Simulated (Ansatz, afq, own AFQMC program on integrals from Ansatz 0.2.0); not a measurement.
# Atomization energy of BHO, singlet

```yaml
atoms:
  - { symbol: B, position_ang: [0.0000, 0.0000, 0.0084] }
  - { symbol: O, position_ang: [0.0000, 0.0000, -1.1895] }
  - { symbol: H, position_ang: [0.0000, 0.0000, 1.1811] }
```

Connectivity, by distances: BH–O.

Atoms in their ground-state spins without spin–orbit coupling (mostly on UHF) minus the molecule (RHF), without zero-point energy. The geometry is a stationary point, not shown to be a minimum.

Basis cc-pVTZ. Noble-gas cores (and the filled d shells of Ga–Kr and In–Xe) are frozen. Integrals, coupled cluster, full CI and functionals: Ansatz 0.2.0; the random walks run on the same integrals in our own AFQMC program. The CISD trial takes its coefficients from CCSD amplitudes. Released means that phaseless walkers are propagated on without the constraint, phases kept. Uncertainties: one standard error, sampling alone. The errors of all members are added in quadrature.

No full CI on the walks' own integrals is used here; CCSDT(Q) serves as the reference and is uncertain by about the last step of the cluster series. Each member takes its own surest rung, up to full CI.

The best estimate is CCSD(T) at the basis-set limit (CBS: def2-TZVPP and def2-QZVPP, with their diffuse functions for anions and beside diffuse sets, CCSD(T) itself extrapolated) plus the step from CCSD(T) to CCSDT(Q) in cc-pVTZ. Rows without CBS are in cc-pVTZ; B2PLYP and the wave-function rows carry a basis error of their own. Core correlation and relativity beyond core potentials are missing, and ± holds the sampling alone.

Cautions: other spins of the molecule weren't checked.

Best estimate: 13.443 eV.

```tsv
level	atomization energy (eV)	error against the best estimate (eV)
HF	9.817	-3.626
MP2	13.716	0.273
CCSD	12.807	-0.636
CCSD(T)	13.088	-0.355
ph-AFQMC/CISD	13.102 ± 0.005	-0.341 ± 0.005
released AFQMC	13.095 ± 0.006	-0.349 ± 0.006
HF/CBS	9.849	-3.594
MP2/CBS	14.077	0.634
CCSD(T)/CBS	13.433	-0.010
PBE	13.888	0.444
r2SCAN	13.582	0.139
PBE0	13.375	-0.068
B3LYP	13.515	0.072
wB97M-V	13.568	0.125
B2PLYP	13.526	0.083
surest rungs in cc-pVTZ	13.099	-0.344
```

Correlation beyond CCSD(T) adds 0.010 eV. Going to the basis-set limit adds 0.344 eV at CCSD(T). The perturbative (T) step is worth +0.281 eV. The functionals spread over 0.512 eV; PBE0 and B3LYP come nearest and PBE is 0.444 eV too high.

Best estimates are given only where the step beyond CCSD(T) is under 0.3 eV and no member's determinant is very poor (T1 over 0.05, or 0.07 for open shells, ⟨S²⟩ too high by 0.3, two states mixed), so the hardest cases are missing from such tables.

The functionals ran in a triple-zeta set and keep a basis error of their own, a few kJ/mol for each bond in atomization energies and more for double hybrids, so close places among them and the extrapolated levels can swap.

Each member of a difference takes its own highest rung, so a best estimate needn't equal the limit plus the step of one row. A walk keeps the symmetry of its determinant, which the program's search chose and which needn't be the lowest solution, so a lower state of the same spin and another symmetry isn't excluded. Released energies are given only where the last usable release times agree within the noise; a slower fall can still hide under it.
